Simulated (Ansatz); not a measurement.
Geometry optimisation, UKS PBE0-D4/def2-SVP (Ansatz 0.2.0).

input.yaml

```yaml
crystal:
  periodic: [false, false, false]
  atoms:
    - { symbol: O, position_ang: [-1.64645, -0.01002, -0.17229] }
    - { symbol: Si, position_ang: [-0.48207, -1.19755, 0.06332] }
    - { symbol: Si, position_ang: [1.35792, -0.09993, 0.46616] }
    - { symbol: H, position_ang: [-1.75387, 0.47069, -0.98615] }
    - { symbol: H, position_ang: [2.52446, 0.83681, 0.62897] }
magnetization:
  spin_polarized: true
basis:
  gaussian: { orbitals: def2-SVP }
hamiltonian:
  xc: pbe0
  dispersion: d4
relax:
  f_tol: 0.02
  max_steps: 40
```

Run as:

```bash
$ ansatz run input.yaml --threads 1 --pin off --max-ram 2048MiB --backend cpu --events-out ev --progress --plain --runs-dir out
```

Question: Where does it end, and by what steps?

Answer: It converged. The force dipped under the threshold on the way, but the program's further checks kept it going. After 12 steps the energy has fallen by 0.995 eV; Si3 moved furthest, 0.98 Å.

```
step  energy less start (eV)  largest force component (eV/Å)  accepted
   0                  0.0000                           1.334       yes
   1                 -0.1238                           2.012       yes
   2                 -0.1305                           2.959       yes
   3                 -0.4550                           0.547       yes
   4                 -0.6451                           0.623       yes
   5                 -0.7825                           0.965       yes
   6                 -0.9184                           0.328       yes
   7                 -0.9807                           0.388       yes
   8                 -0.9817                           0.195       yes
   9                 -0.9922                           0.079       yes
  10                 -0.9946                           0.046       yes
  11                 -0.9953                           0.014       yes
  12                 -0.9954                           0.017       yes
```

```xyz
5
Properties=species:S:1:pos:R:3
O -1.682 -0.455 -0.497
Si -0.151 -0.917 -0.050
Si 1.259 0.871 0.380
H -1.903 0.482 -0.558
H 2.477 0.019 0.725
```

Whether the end is a true minimum wasn't checked by a vibrational analysis.

Run time: 17 s on 1 thread of AMD EPYC 9R45 96-Core Processor (Zen 5), on a shared host, peak memory 0.17 GiB.
